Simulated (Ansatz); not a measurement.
## H₃Si–F, H3Si–Cl, H3Si–Br: atomization energies

Ansatz 0.2.0, basis cc-pVDZ; geometries are PBE0/def2-TZVP minima. Wave-function levels freeze the cores with the filled d shells of p-block atoms; HF, MP2 and coupled cluster are restricted for singlets and unrestricted otherwise, atoms included (their steps beyond CCSDT(Q) come from restricted open-shell runs), restricted open-shell where a d shell is frozen. The reference is CCSDT(Q) or CCSDTQ (coupled cluster only where its series has nearly closed). An error is the level's value less the reference. None of these values is a measured one. Energies are electronic, without zero-point terms. No spin–orbit coupling and no scalar relativity. The set is small: it underbinds, by tens of kJ/mol for each bond, so near ties and functionals' places can change in larger sets. The species are chosen: bound, without strong static correlation by their natural occupations or amplitudes, in their lowest spin state as far as vertical gaps and like structures tell, and with a ladder that closes on the reference, so errors are smaller than for species at large; levels whose determinant breaks symmetry or spin markedly are left out.

```json
{"species": "H3Si–F, singlet", "bonds (Å)": "F–Si 1.600, Si–H 1.482, angles at Si 108/111°", "quantity": "atomization", "symmetry of the states": "–", "reference": "CCSDTQ", "value (kJ/mol)": "1428.3", "error CCSD": "-8.6", "error CCSD(T)": "-1.0", "error CCSDT": "-0.9"}
{"species": "H3Si–Br, singlet", "bonds (Å)": "Si–Br 2.220, Si–H 1.481, angles at Si 108/111°", "quantity": "atomization", "symmetry of the states": "–", "reference": "CCSDT(Q)", "value (kJ/mol)": "1237.8", "error CCSD": "-8.8", "error CCSD(T)": "-0.8", "error CCSDT": "-0.5"}
```

Question: One member is withheld: H3Si–Cl, singlet (Si–Cl 2.054, Si–H 1.481, angles at Si 109/110°), where CCSD gives 1277.4 kJ/mol for the atomization. Estimate from the other members what CCSDT(Q) gives.

Answer: The errors of CCSD for the others average -8.7 kJ/mol; taking that off gives 1286.1, which misses by 0.2, against 8.9 without the correction. The computed value at CCSDT(Q) is 1286.3 kJ/mol. Errors against it: CCSD -8.9, CCSD(T) -0.8, CCSDT -0.6.

The reference falls from F to Br, by 190.5 kJ/mol in all.
